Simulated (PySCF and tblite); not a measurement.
The numbers below are computed, except where a source is named.
C₅H₁₂O, numbered as in [CH3:1][CH2:2][CH2:3][CH2:4][O:5][CH3:6].

Search: ETKDG, MMFF94s, GFN2-xTB, 150 starts; geometries at GFN2-xTB. Free energies are PBE0-D3(BJ)/pcSseg-1 single points with GFN2-xTB rigid-rotor and vibrational terms (modes under about 100 cm⁻¹ blended into free rotors). Symmetry numbers and mirror images are counted. Conformers within 3 kcal/mol (GFN2-xTB free energy) were kept, 10 at most. Couplings: B3LYP/6-31G* with pcJ-1 on H (gas phase; spin-dipole term only for pairs with B, N, F, Si or P). Couplings are for ¹H; a prime marks the second kind of pair between the same two sets of atoms. H–H couplings come out 0.1 to 0.9 Hz lower than with pcJ-1 on all atoms. Programs: PySCF with density fitting and tblite.

Torsions listed: C1–C2–C3–C4, C2–C3–C4–O5, C3–C4–O5–C6. Of a mirror pair one member is shown.

```csv
conformer,shape,weight %
1,"178°, -66°, 178°",43.7
2,"-73°, -65°, 179°",19.0
3,"180°, 180°, 180°",10.4
4,"-178°, 59°, 72°",7.2
5,"-67°, -174°, -179°",6.7
```

Not shown: 5 more, 13.0 % in all.

**Question.** Give the couplings in each conformer and the averages at 298.15 K (pairs that fast motion interchanges averaged).

**Answer.** 
| coupling | pairs | 1 | 2 | 3 | 4 | 5 | average (Hz) |
| --- | --- | --- | --- | --- | --- | --- | --- |
| ²J(H1,H1) | 3 | -13.6 | -13.7 | -13.7 | -13.6 | -13.8 | -13.6 |
| ³J(H1,H2) | 6 | 7.4 | 7.5 | 7.3 | 7.4 | 7.5 | 7.5 |
| ²J(H2,H2) | 1 | -13.1 | -13.9 | -12.9 | -13.6 | -13.9 | -13.4 |
| ³J(H2,H3) | 2 | 3.9 | 9.3 | 3.9 | 3.9 | 9.3 | 5.9 |
| ³J(H2,H3′) | 2 | 12.7 | 1.8 | 13.2 | 12.8 | 2.5 | 8.8 |
| ²J(H3,H3) | 1 | -13.6 | -14.2 | -12.8 | -14.1 | -13.5 | -13.7 |
| ³J(H3,H4) | 2 | 7.5 | 7.8 | 4.6 | 7.6 | 4.7 | 7.0 |
| ³J(H3,H4′) | 2 | 2.2 | 2.5 | 11.7 | 3.0 | 11.9 | 4.3 |
| ²J(H4,H4) | 1 | -8.8 | -9.2 | -8.1 | -12.4 | -7.7 | -9.2 |
| ²J(H6,H6) | 3 | -10.8 | -10.8 | -10.7 | -10.9 | -10.7 | -10.8 |

For its torsions the set is small; conformers may be missing.
